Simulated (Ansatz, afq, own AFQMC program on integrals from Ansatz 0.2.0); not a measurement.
Two steps: Ansatz 0.2.0 writes the Fock matrix and Cholesky factors of the valence space, and afq projects on them the lowest state that overlaps trial and start.

```yaml
crystal:
  periodic: [false, false, false]
  atoms:
    - {symbol: C, position_ang: [0.000000, 0.000000, 0.000000]}
basis:
  gaussian: {orbitals: cc-pVDZ}
magnetization: {spin_polarized: true, initial_magnetization: 2}
correlation: {method: ccsd_t, electrons: outside_noble_gas, hamiltonian_folder: ham}
```

```sh
$ ansatz run in.yaml --threads 1 --pin off --events-out ev --progress --plain --max-ram 15360MiB --backend cuda --devices 0, --max-vram 18GiB
```

afq runs on the folder ham with

```
--method phaseless --trial cisd --walkers 4000 --populations 20 --least-time 60 --time-step 0.005 --steps-per-block 50 --equilibration-blocks 28 --max-blocks 4000 --target-error 7e-05 --factor-cut 1e-05 --start spin_pure --seed 1206 --release-times 0.24,0.5,1,1.5 --release-step 0.02 --release-every 3 --taylor-order 6
```

Times are imaginary, in 1/Eh. The walk had a cap of 122 s. With eight or more populations the least sampling time is a fifth of least-time, and the error comes from their spread.

Log:

```
orbitals 13  electrons 3 1  factors 66 of 71
reference energy -37.68654431 Eh
CCSD correlation -0.07290594 Eh in 9 cycles, weight of the determinant in the CISD state 0.9543
energy of the start -37.759444 Eh
 block  time / (1/Eh)  mean weight  energy / Eh
     1     0.250  1.0000  -37.759510
     2     0.500  1.0001  -37.759737
     3     0.750  1.0001  -37.759988
     4     1.000  1.0000  -37.760133
     5     1.250  0.9999  -37.760280
    12     3.000  1.0001  -37.760633
    19     4.750  1.0000  -37.760711
    26     6.500  1.0002  -37.760467
    33     8.250  1.0000  -37.760645
    36     9.000  1.0001  -37.760775
    40    10.000  1.0001  -37.760663
    47    11.750  1.0001  -37.760521
    54    13.500  0.9999  -37.760671
    61    15.250  1.0000  -37.760499
    68    17.000  1.0000  -37.760569
    75    18.750  1.0000  -37.760427
    76    19.000  1.0004  -37.760372
    78    19.500  0.9998  -37.760486
error from the spread of 20 populations
released: time / (1/Eh)  energy / Eh  error  mean overlap
  0.24  -37.760690  0.000064  1.0001
  0.50  -37.760672  0.000014  0.9978
  1.00  -37.760695  0.000022  0.9965
  1.50  -37.760722  0.000026  0.9963
energy -37.760596 +/- 0.000021 Eh
(rows thinned)
```

The run passed its tests (sampling time, drift between the halves within three errors, error under three times the target), which doesn't prove that it has relaxed.

Against this walk (error 0.6 meV) on the same determinant: CCSD(T) 6.0 meV higher, CCSDT(Q) 3.1 meV lower, full CI 3.3 meV lower. The error is statistical and leaves out the bias of the constraint. Released to 1.50 1/Eh the energy lies 3.4 ± 0.9 meV (both errors) below the phaseless value, which shows part or all of the bias of the constraint, and full CI lies 0.1 meV above the released value.

Cautions: constraint bias not in the error.

The walk took 31 s on 1 × NVIDIA H100 80GB HBM3 with 2 threads of AMD EPYC 7R13 Processor (Zen 3), with other jobs on the host (the card was shared). The log's last line is the phaseless energy.

CCSDT and higher add their correlation energy to the determinant of the CCSD(T) run, since their own runs factorise the integrals more tightly (a shift of under 2 meV). A walk keeps the symmetry of its determinant, which the program's search chose and which needn't be the lowest solution, so a lower state of the same spin and another symmetry isn't excluded.
